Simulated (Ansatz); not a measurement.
# CH₂Li₂ (SMILES [Li][CH2][Li]): one structure at several levels

The atoms stand at a frame of a short trajectory. How far do the functionals agree with CCSD(T) there?

Method: single points in def2-TZVPP; program: Ansatz 0.2.0, Gaussian basis.

Cores are frozen in the correlated methods. The outer core shell of Li, Na, Mg and K is correlated.

## Step 1: Starting geometry

SMILES `[Li][CH2][Li]`, 5 atoms, charge 0, spin multiplicity 1.

Atoms are counted from 1 here; the program's logs count them from 0.

Bond lengths: Li1–C2 1.910 Å, C2–Li3 1.888 Å, C2–H4 1.119 Å, C2–H5 1.108 Å. Angles: Li1–C2–Li3 100.3°, Li1–C2–H4 109.6°, Li1–C2–H5 111.4°, Li3–C2–H4 110.8°, Li3–C2–H5 114.0°, H4–C2–H5 110.3°.

As a file:

```xyz
5
CH2Li2
Li   -0.7492   -1.0250    1.2277
C    -0.1052    0.1657   -0.1194
Li    1.6849   -0.4170   -0.2597
H    -0.1519    1.2186    0.2565
H    -0.6867    0.0661   -1.0573
```

## Step 2: PBE-D4/def2-TZVPP

File run/in.yaml:

```yaml
crystal:
  periodic: [false, false, false]
  atoms:
    - {symbol: Li, position_ang: [-0.749168, -1.025036, 1.227695]}
    - {symbol: C, position_ang: [-0.105220, 0.165716, -0.119419]}
    - {symbol: Li, position_ang: [1.684851, -0.417044, -0.259656]}
    - {symbol: H, position_ang: [-0.151854, 1.218578, 0.256502]}
    - {symbol: H, position_ang: [-0.686746, 0.066126, -1.057329]}
basis:
  gaussian: {orbitals: def2-TZVPP}
hamiltonian: {xc: pbe, dispersion: d4}
output: {forces: true}
```

Run with:

```sh
$ ansatz run in.yaml --threads 2 --pin off --events-out ev --progress --plain --max-ram 3481MiB
```

## Step 3: r2SCAN-D4/def2-TZVPP

Changes to run/in.yaml since step 2:

```diff
@@ -10,3 +10,3 @@
   gaussian: {orbitals: def2-TZVPP}
-hamiltonian: {xc: pbe, dispersion: d4}
+hamiltonian: {xc: r2scan, dispersion: d4}
 output: {forces: true}
```

## Step 4: PBE0-D4/def2-TZVPP

Changes to run/in.yaml since step 3:

```diff
@@ -10,3 +10,3 @@
   gaussian: {orbitals: def2-TZVPP}
-hamiltonian: {xc: r2scan, dispersion: d4}
-output: {forces: true}
+hamiltonian: {xc: pbe0, dispersion: d4}
+output: {forces: true, orbitals: {seedname: orbitals}}
```

## Step 5: wB97M-V/def2-TZVPP

Changes to run/in.yaml since step 4:

```diff
@@ -10,3 +10,3 @@
   gaussian: {orbitals: def2-TZVPP}
-hamiltonian: {xc: pbe0, dispersion: d4}
-output: {forces: true, orbitals: {seedname: orbitals}}
+hamiltonian: {xc: {name: wB97M-V}}
+output: {forces: true}
```

## Step 6: CCSD(T)/def2-TZVPP

Changes to run/in.yaml since step 5:

```diff
@@ -10,3 +10,3 @@
   gaussian: {orbitals: def2-TZVPP}
-hamiltonian: {xc: {name: wB97M-V}}
+correlation: {method: ccsd_t}
 output: {forces: true}
```

(Steps that only read results are left out.)

Q: Predict the outcome of this session. Wanted: energy less free atoms, CCSD(T)/def2-TZVPP; RMS force component; RMS force error; HOMO and LUMO, PBE0-D4; T1 diagnostic.

**Answer**, as computed:

```
                                  quantity                                                             value
energy less free atoms, CCSD(T)/def2-TZVPP                                                    -1168.0 kJ/mol
                       RMS force component                              0.220 to 0.310 eV/Å over the methods
                           RMS force error  PBE-D4 0.112, r2SCAN-D4 0.061, PBE0-D4 0.078, wB97M-V 0.063 eV/Å
                    HOMO and LUMO, PBE0-D4                                                -3.32 and -1.15 eV
                             T1 diagnostic                                                             0.017
```

What this shows: Against CCSD(T) the functionals' energies less atoms differ by -57.7 to -21.6 kJ/mol, PBE-D4 by -57.7 kJ/mol. CCSD(T) in triple zeta still lacks some correlation energy of the bonds, so part of these gaps is its own basis error and they don't rank the functionals. The forces of r2SCAN-D4 come nearest to CCSD(T), those of PBE-D4 are farthest. Frozen-core CCSD(T) forces in triple zeta carry basis errors of their own, and this is one geometry, so small gaps rank nothing. The restricted Hartree–Fock reference is unstable towards an unrestricted one at one or more of these structures.
